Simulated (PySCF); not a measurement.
## How well do the runs reproduce experiment for CFCl3?

**Measured values to compare with.**

NIST CCCBDB Release 22 (SRD 101), experimental dipoles lists, for the gas: dipole moment (microwave Stark effect, vibrational ground state) 0.46 ± 0.02 D.

How close the calculation comes is told at the end.

Species: CFCl3.
SMILES with atom numbers: `[F:1][C:2]([Cl:3])([Cl:4])[Cl:5]`

Structure used (GFN2-xTB), in Å, numbered top down from 1:
```xyz
5
CCl3F angstrom
F      0.0603   -0.1410    1.3961
C      0.0046   -0.0063    0.0667
Cl    -0.4579    1.6606   -0.3126
Cl     1.6028   -0.3706   -0.6039
Cl    -1.2011   -1.1397   -0.5634
```

Runs made with PySCF (gas phase, on this GFN2-xTB geometry; no spin–orbit coupling):

```tsv
level	job	basis functions
B3LYP/6-31G	shieldings	57
B97-D/6-31G	shieldings	57
BLYP/6-31G	shieldings	57
BP86/6-31G	shieldings	57
HF/6-31G	shieldings	57
KT2/6-31G	shieldings	57
KT3/6-31G	shieldings	57
LDA/6-31G	shieldings	57
OPBE/6-31G	shieldings	57
PBE/6-31G	shieldings	57
PW91/STO-3G	shieldings	37
X3LYP/STO-3G	shieldings	37
```

All basis functions are spherical.

## Comparison

**Dipole moment.** Measured: 0.46 D (NIST CCCBDB Release 22 (SRD 101), experimental dipoles).

| level | computed (D) | computed − measured (D) | % (from the printed values) |
| --- | --- | --- | --- |
| B3LYP/6-31G | 0.42 | -0.04 | -9 |
| B97-D/6-31G | 0.33 | -0.13 | -28 |
| BLYP/6-31G | 0.28 | -0.18 | -39 |
| BP86/6-31G | 0.30 | -0.16 | -35 |
| HF/6-31G | 0.77 | +0.31 | +67 |
| KT2/6-31G | 0.33 | -0.13 | -28 |
| KT3/6-31G | 0.34 | -0.12 | -26 |
| LDA/6-31G | 0.31 | -0.15 | -33 |
| OPBE/6-31G | 0.33 | -0.13 | -28 |
| PBE/6-31G | 0.28 | -0.18 | -39 |
| PW91/STO-3G | 1.22 | +0.76 | +165 |
| X3LYP/STO-3G | 1.04 | +0.58 | +126 |

Closest is B3LYP/6-31G (-0.04 D), furthest PW91/STO-3G (+0.76 D); one molecule doesn't rank methods. The computed dipoles belong to one fixed geometry; measured ones are averaged over vibrations unless marked μe. Magnitudes are compared, not signs.

The geometry is computed, not the measured one. Where a level misses, the cause wasn't examined.
